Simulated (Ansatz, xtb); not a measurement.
## BH5Si: where a starting geometry ends

The starting geometry of this gas-phase singlet has its atoms placed at random.

| atom | x (Å) | y (Å) | z (Å) |
| --- | --- | --- | --- |
| B | -1.0339 | 1.9529 | -0.1311 |
| Si | -0.1146 | -0.1644 | -0.3826 |
| H | 0.8591 | 0.5838 | 0.3045 |
| H | 0.3054 | -1.6884 | -1.4001 |
| H | -0.8814 | -1.2010 | -1.6949 |
| H | 0.8090 | 0.1974 | -2.0449 |
| H | 1.0938 | -1.3235 | 0.0608 |

Problem. One run relaxed it with r2SCAN-D4/def2-SVP. What is a likely outcome?

Solution. It falls apart into BH3Si + H2. Distances that change by over a tenth: Si2–H3 (1.41 → 1.64 Å), Si2–H5 (1.84 → 2.90 Å), Si2–H7 (1.73 → 1.50 Å). Contacts that close: B1–Si2 (2.32 → 2.03 Å), Si2–H6 (1.94 → 1.50 Å), H4–H5 (1.32 → 0.76 Å).

The energy falls by 5.19 eV over 18 steps:

```tsv
step	E − E(last) (eV)
1	5.189
3	1.702
5	0.193
7	0.021
9	0.007
10	0.005
12	0.002
14	0.000
16	0.000
18	0.000
```

Final geometry (Å):

```
atom    x (Å)    y (Å)    z (Å)
   B  -0.7541   1.6633   0.2794
  Si   0.3596   0.1326  -0.4574
   H   0.7781   1.4654   0.4082
   H  -0.3846  -2.3056  -2.1097
   H  -1.0247  -1.9247  -1.9579
   H   1.1058   0.3504  -1.7413
   H   0.9574  -1.0246   0.2904
```

From the same start GFN2-xTB ends elsewhere, at `B[SiH3]`.

From so rough a start the end depends on the optimiser's path, so another program may land elsewhere. No frequencies were run, so the end isn't proven a minimum. Run with Ansatz 0.2.0, 43 s on 1 thread of Arm Neoverse N1 (shared host).
